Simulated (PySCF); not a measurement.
Stepwise substitution at one centre (C H-NH2). Isolated molecules, 0 K electronic values unless said otherwise. One relaxed conformer stands for each flexible species; it need not be the lowest. Strings in code marks are SMILES.

All values below come from PBE-D3(BJ)/def2-TZVP // r2SCAN-D4/def2-TZVP (PySCF 2.14.0). 

```tsv
species	HOMO (eV)	HOMO–LUMO gap (eV)
0 of 4 H replaced by NH2	-9.44	10.36
1 of 4 H replaced by NH2 (`CN`)	-5.30	5.64
2 of 4 H replaced by NH2	…	5.16
```

Task: Fill in the missing entries.

Result: 
- 2 of 4 H replaced by NH2, HOMO (eV): -5.12
